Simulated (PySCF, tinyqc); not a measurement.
MP2 on RHF in the sto-3g basis, for LiH, spin multiplicity 1, step by step. The lowest restricted solution is unstable here: a spin-polarised one lies 0.0000 hartree lower (PySCF). One step of it, computed by the program tinyqc.

Task: Iteration 1: building the Fock matrix. J_ij = sum D_kl (ij|kl), K_ij = sum D_kl (ik|jl); F = H + J - 0.5 K; E = tr D H + tr D J / 2 - 0.25 tr D K + E_nn.

D at the start, lower triangle:
```
            1Li 1s    1Li 2s   1Li 2px   1Li 2py   1Li 2pz     2H 1s
1Li 1s    1.975155
1Li 2s    0.029658  0.166174
1Li 2px   0.000000  0.000000  0.000000
1Li 2py   0.000000  0.000000  0.000000  0.000000
1Li 2pz  -0.087311  0.259618  0.000000  0.000000  0.414675
2H 1s    -0.135064  0.352956  0.000000  0.000000  0.564870  0.769599
```

core Hamiltonian H = T + V (hartree), lower triangle:
```
            1Li 1s     1Li 2s    1Li 2px    1Li 2py    1Li 2pz      2H 1s
1Li 1s   -4.664735
1Li 2s   -1.046948  -1.350085
1Li 2px   0.000000   0.000000  -1.098130
1Li 2py   0.000000   0.000000   0.000000  -1.098130
1Li 2pz  -0.009850  -0.096349   0.000000   0.000000  -1.172663
2H 1s    -0.111281  -0.453194   0.000000   0.000000  -0.609626  -1.242273
```

Two-electron integrals (ij|kl) in chemists' order, unique and non-zero (hartree):
```
(11|11) 1.680395   (21|11) 0.265420   (21|21) 0.049941   (22|11) 0.397727
(22|21) 0.092860   (22|22) 0.290562   (31|31) 0.008981   (32|31) 0.013788
(32|32) 0.064184   (33|11) 0.396640   (33|21) 0.092880   (33|22) 0.290497
(33|33) 0.312946   (41|41) 0.008981   (42|41) 0.013788   (42|42) 0.064184
(43|43) 0.016869   (44|11) 0.396640   (44|21) 0.092880   (44|22) 0.290497
(44|33) 0.279207   (44|44) 0.312946   (51|51) 0.008981   (52|51) 0.013788
(52|52) 0.064184   (53|53) 0.016869   (54|54) 0.016869   (55|11) 0.396640
(55|21) 0.092880   (55|22) 0.290497   (55|33) 0.279207   (55|44) 0.279207
(55|55) 0.312946   (61|11) 0.026234   (61|21) 0.004982   (61|22) 0.009509
(61|33) 0.009396   (61|44) 0.009396   (61|51) 0.000631   (61|52) 0.001231
(61|55) 0.009739   (61|61) 0.000549   (62|11) 0.091801   (62|21) 0.021837
(62|22) 0.076362   (62|33) 0.072001   (62|44) 0.072001   (62|51) 0.003415
(62|52) 0.023869   (62|55) 0.085015   (62|61) 0.002639   (62|62) 0.038103
(63|31) 0.001395   (63|32) 0.007313   (63|53) 0.003302   (63|63) 0.002157
(64|41) 0.001395   (64|42) 0.007313   (64|54) 0.003302   (64|64) 0.002157
(65|11) 0.123268   (65|21) 0.029530   (65|22) 0.106319   (65|33) 0.098998
(65|44) 0.098998   (65|51) 0.005253   (65|52) 0.036794   (65|55) 0.120863
(65|61) 0.003658   (65|62) 0.057145   (65|65) 0.086345   (66|11) 0.258513
(66|21) 0.062286   (66|22) 0.240641   (66|33) 0.220017   (66|44) 0.220017
(66|51) 0.009739   (66|52) 0.088482   (66|55) 0.281787   (66|61) 0.007650
(66|62) 0.156238   (66|65) 0.241286   (66|66) 0.774606
```

nuclear repulsion = 0.77591966 hartree

Give: Coulomb J; exchange K; Fock matrix F; total energy of this density.

Result:

Coulomb J (hartree), lower triangle:
```
         1Li 1s  1Li 2s  1Li 2px  1Li 2py  1Li 2pz   2H 1s
1Li 1s   3.9613
1Li 2s   0.6765  1.3165
1Li 2px  0.0000  0.0000   1.2824
1Li 2py  0.0000  0.0000   0.0000   1.2824
1Li 2pz  0.0213  0.1571   0.0000   0.0000   1.3778
2H 1s    0.0700  0.4533   0.0000   0.0000   0.6538  1.6923
```

exchange K (hartree), lower triangle:
```
          1Li 1s  1Li 2s  1Li 2px  1Li 2py  1Li 2pz   2H 1s
1Li 1s    3.3444
1Li 2s    0.5613  0.2833
1Li 2px   0.0000  0.0000   0.0464
1Li 2py   0.0000  0.0000   0.0000   0.0464
1Li 2pz  -0.0023  0.2371   0.0000   0.0000   0.3865
2H 1s     0.0596  0.3619   0.0000   0.0000   0.5290  1.0494
```

Fock matrix F (hartree), lower triangle:
```
          1Li 1s   1Li 2s  1Li 2px  1Li 2py  1Li 2pz    2H 1s
1Li 1s   -2.3756
1Li 2s   -0.6511  -0.1753
1Li 2px   0.0000   0.0000   0.1611
1Li 2py   0.0000   0.0000   0.0000   0.1611
1Li 2pz   0.0126  -0.0578   0.0000   0.0000   0.0118
2H 1s    -0.0711  -0.1808   0.0000   0.0000  -0.2203  -0.0746
```

total energy of this density = -7.809745 hartree
